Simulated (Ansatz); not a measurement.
## Ansatz (development build ahead of 0.2.0) run

```yaml
crystal:
  periodic: [false, false, false]
  atoms:
    - { symbol: O, position_ang: [0.0, 0.0, -0.54661] }
    - { symbol: O, position_ang: [0.0, 0.0, 0.54661] }
basis:
  gaussian: { orbitals: cc-pVTZ }
magnetization:
  spin_polarized: true
  initial_magnetization: 2
hamiltonian:
  xc: hf
```

The input is written out in the form of the current development build from the run's settings.

The run gave:

* Converged: yes
* Total energy: -149.66916 hartree
* Spin squared of the determinant: 2.033
